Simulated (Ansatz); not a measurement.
# Relaxing Ru₂C₃

Method: DFT PBE, scalar-relativistic, plane waves, PAW (Ansatz). Cutoff 420 eV, Γ-centred k mesh, Gaussian smearing, no spin polarisation in the final step.

The start puts Ru₂C₃ on the A-type sesquioxide structure type (P-3m1, No. 164), with Ru in place of La, C in place of O, at a guessed volume.

```
CELL_PARAMETERS angstrom
3.28041 0.00000 0.00000
-1.64021 2.84092 0.00000
0.00000 0.00000 5.10379
ATOMIC_POSITIONS crystal
Ru 0.33333 0.66667 0.24500
Ru 0.66667 0.33333 0.75500
C 0.00000 0.00000 0.00000
C 0.33333 0.66667 0.64500
C 0.66667 0.33333 0.35500
```

Cell and atoms relax at zero pressure; the relaxation can't lower the symmetry of the start. After a coarse first stage the cell is made exact in the group found at 0.06 Å.

Energies over the elements count from the elements' standard structures at the same level, with no empirical corrections.

(1) What does it relax into?

(2) What are its volume, energy, density and gap?

Answers

(1) It keeps P-3m1 (No. 164). The result has the A-type sesquioxide structure. Conventional cell: a = 3.206 Å, c = 5.456 Å. Around Ru lie 4 C at 1.99–2.09 Å and 3 C at 2.24 Å; C on Wyckoff site a (1 atom of the primitive cell) has 6 Ru at 2.24 Å; C on Wyckoff site d (2 atoms of the primitive cell) is coordinated by 4 Ru at 1.99–2.09 Å and 3 C at 2.12 Å.

```cif
data_structure
_symmetry_space_group_name_H-M 'P-3m1'
_symmetry_Int_Tables_number 164
_cell_length_a 3.2064
_cell_length_b 3.2064
_cell_length_c 5.4562
_cell_angle_alpha 90.000
_cell_angle_beta 90.000
_cell_angle_gamma 120.000
_cell_volume 48.58
loop_
_atom_site_label
_atom_site_type_symbol
_atom_site_symmetry_multiplicity
_atom_site_Wyckoff_symbol
_atom_site_fract_x
_atom_site_fract_y
_atom_site_fract_z
_atom_site_occupancy
Ru1 Ru 2 d 0.33333 0.66667 0.22971 1
C1 C 1 a 0.00000 0.00000 0.00000 1
C2 C 2 d 0.33333 0.66667 0.59391 1
```

(2) The volume per atom is 9.72 Å³ and the density is 8.14 g/cm³. The energy over the elements is 1.33 eV/atom and the gap on the 12×12×8 mesh is 0 eV (a metal).

The final run used a 12×12×8 mesh on its 5-atom cell and 0.10 eV smearing. For metals, differences of a few meV/atom aren't resolved. A structure relaxed within its symmetry needn't be a true minimum.

Cost: 3 runs of about 1.8 core-minutes in all, on Intel Xeon Platinum 8488C (Sapphire Rapids) (shared hosts).